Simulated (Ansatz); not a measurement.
Input file:

```yaml
crystal:
  periodic: [false, false, false]
  atoms:
    - {symbol: Br, position_ang: [-2.318109, 0.369878, 0.000000]}
    - {symbol: H, position_ang: [-0.782109, 0.369878, 0.000000]}
    - {symbol: Si, position_ang: [1.351891, 0.369878, 0.000000]}
    - {symbol: H, position_ang: [1.748326, -1.109635, 0.000000]}
basis:
  gaussian: {orbitals: cc-pVDZ}
magnetization: {spin_polarized: false, initial_magnetization: 1}
correlation: {method: ccsdt_q, electrons: outside_noble_gas}
```

```sh
$ ansatz run in.yaml --threads 1 --pin off --events-out ev --progress --plain --max-ram 2393MiB
```

Output:

```
1029 factors; integrals over basis functions are off by at most 2.0e-7 eV
mean field evaluation 1: about -77888.4294 eV, gradient 1.2e1 eV
mean field evaluation 2: about -77888.4308 eV, gradient 1.2e1 eV
mean field evaluation 4: about -77889.3957 eV, gradient 1.4e0 eV
mean field evaluation 8: about -77889.4167 eV, gradient 1.0e-3 eV
mean field evaluation 16: about -77889.4153 eV, gradient 9.5e-2 eV
mean field evaluation 32: about -77889.2371 eV, gradient 2.8e-4 eV
mean field evaluation 64: about -77889.2371 eV, gradient 2.8e-4 eV
mean field evaluation 96: about -77885.0861 eV, gradient 4.4e0 eV
mean field evaluation 128: about -77889.2233 eV, gradient 1.3e0 eV
mean field evaluation 160: about -77889.4166 eV, gradient 1.9e-2 eV
...
mean field -77889.41666067 eV, -2862.3832669368 hartree, gradient 2.9e-6 eV, S^2 0.750000; 8 other end points of the search recorded, 0 dependent functions left out
...
determinant -77889.41666067 eV, -2862.3832669368 hartree, with singles and doubles -77895.96081308 eV, -2862.6237601023 hartree
determinant -77889.23706418 eV, -2862.3766668873 hartree, with singles and doubles -77895.80242015 eV, -2862.6179392694 hartree
determinant -77885.95359492 eV, -2862.2560016178 hartree, with singles and doubles -77892.66697332 eV, -2862.5027137237 hartree
determinant -77889.41666067 eV, -2862.3832669368 hartree, with singles and doubles -77895.96077751 eV, -2862.6237587948 hartree
determinant -77889.23706418 eV, -2862.3766668873 hartree, with singles and doubles -77895.80216290 eV, -2862.6179298155 hartree
19 core orbitals not correlated: weight in the atoms' cores, before any rotation towards them, 1.000 or more for the frozen orbitals, at most 0.000 for the correlated occupied ones
reference -77889.41666067 eV, -2862.3832669368 hartree; 7, 6 occupied and 29, 30 virtual orbitals, 1029 factors
second order -5.46649431 eV of doubles, -0.06957076 eV of singles
...
cycle  10  -6.69937100 eV  change    4.3e-5 eV  update   1.6e-4
cycle  11  -6.69933438 eV  change    3.7e-5 eV  update   1.0e-4
cycle  12  -6.69934322 eV  change   -8.8e-6 eV  update   6.3e-5
cycle  13  -6.69933584 eV  change    7.4e-6 eV  update   3.1e-5
cycle  14  -6.69935504 eV  change   -1.9e-5 eV  update   1.7e-5
cycle  15  -6.69936837 eV  change   -1.3e-5 eV  update   9.2e-6
cycle  16  -6.69937207 eV  change   -3.7e-6 eV  update   5.4e-6
cycle  17  -6.69937151 eV  change    5.6e-7 eV  update   3.1e-6
cycle  18  -6.69937058 eV  change    9.3e-7 eV  update   1.8e-6
cycle  19  -6.69936997 eV  change    6.1e-7 eV  update   9.9e-7
perturbative correction -0.01027285 eV, -0.0003775201 hartree
Total energy: -77896.12630348 eV, -2862.6298417623 hartree
```

Ran on 1 thread of Arm Neoverse V1, shared host: 46 s wall, 0.56 GiB peak host memory.
